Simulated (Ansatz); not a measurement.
A made-up structure of C2H3S (charge -1), closed shell:

```xyz
6
angstrom
C -0.2247 0.2371 -0.2080
C 0.2416 -1.0136 -0.1043
S 1.0800 -0.8453 1.1298
H -1.3098 0.0171 -0.1499
H 0.1718 0.4812 -1.2150
H 0.0410 1.1236 0.5473
```

It is relaxed with PBE-D4/def2-SVPD and then PBE0-D4/def2-TZVPD (Ansatz 0.2.0). Atoms count as bonded within 1.22 times the sum of their covalent radii (H–H: 0.88 Å). The end point is not checked to be a true minimum.

Q: Does its bonding change? (Judge from chemistry; the calculation decides.)

A: Computed: Yes. Formed: none; broken: C1–S3.

Where it ends: The first stage lowers the energy by 2.65 eV in 6 steps. It ends as C₂H₃S ([CH3][C][S]), total charge -1:
```csv
atom,x (Å),y (Å),z (Å)
C1,-0.2781,0.2878,-0.2608
C2,0.3452,-1.0555,0.0197
S3,1.3207,-1.0936,1.3573
H4,-1.3706,0.1682,-0.2909
H5,0.0006,0.5984,-1.2779
H6,-0.0177,1.0947,0.4526
```

Labels in which every atom is bracketed show which atoms are joined, not bond orders.

For scale, one of the runs: PBE0-D4/def2-TZVPD relaxation, 147 basis functions, launched by `ansatz run in.yaml --threads 2 --pin off --events-out ev --progress --plain --max-ram 4352MiB`. The run took about 14 s on 2 CPU threads of an Arm Neoverse V2 (shared host).
